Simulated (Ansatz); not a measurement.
# HSO2− (SMILES [O-]SO): one structure at several levels

The task here is to estimate one member of a computed series from the others.

Program: Ansatz 0.2.0, Gaussian basis. Level of theory: single points in def2-TZVPPD. These are calculated values, not measurements.

Cores are frozen in the correlated methods.

### The starting structure

SMILES `[O-]SO`, 4 atoms, charge -1, spin multiplicity 1.

Atoms are counted from 1 here; the program's logs count them from 0.

Bond lengths: O1–S2 1.500 Å, S2–O3 1.736 Å, O3–H4 0.943 Å. Angles: O1–S2–O3 105.7°, S2–O3–H4 108.2°.

Coordinates:

```xyz
4
HO2S
O    -1.2730    0.8478   -0.3548
S    -0.5268    0.2419    0.7967
O     0.6679   -0.7988    0.0862
H     1.1714   -0.2920   -0.5295
```

Set-up of the first run:

File run/in.yaml:

```yaml
crystal:
  periodic: [false, false, false]
  atoms:
    - {symbol: O, position_ang: [-1.273000, 0.847800, -0.354800]}
    - {symbol: S, position_ang: [-0.526800, 0.241900, 0.796700]}
    - {symbol: O, position_ang: [0.667900, -0.798800, 0.086200]}
    - {symbol: H, position_ang: [1.171400, -0.292000, -0.529500]}
basis:
  gaussian: {orbitals: "def2-TZVPPD.json"}
total_charge: -1
correlation: {method: ccsd_t}
output: {forces: true}
```

The basis file named in the input lies beside it (Basis Set Exchange, JSON).

The command line of these runs was not kept.

Steps of the session up to this table: CCSD(T)/def2-TZVPPD; PBE0-D4/def2-TZVPPD; wB97M-V/def2-TZVPPD; r2SCAN-D4/def2-TZVPPD; PBE-D4/def2-TZVPPD; r2SCAN0-D4/def2-TZVPPD; revPBE-D4/def2-TZVPPD.

One table of the session follows, with a row left open; its other results are not shown here.

```
    method  RMS force component (eV/Å)  angle to CCSD(T) forces (°)
   CCSD(T)                       1.029                    reference
   PBE0-D4                       0.783                         10.3
   wB97M-V                           ?                            ?
 r2SCAN-D4                       0.927                          5.8
    PBE-D4                       1.201                          8.2
r2SCAN0-D4                       0.636                         14.9
 revPBE-D4                       1.269                          8.3
```

**Question.** Estimate the row for wB97M-V.

**Answer.** RMS force component (eV/Å): 0.820; angle to CCSD(T) forces (°): 6.7. In the column «RMS force component (eV/Å)» it lies between PBE0-D4 (0.783) and r2SCAN-D4 (0.927).

Limits of these values: The anion's highest level is positive in at least one run, so there the basis alone may hold the extra electron.
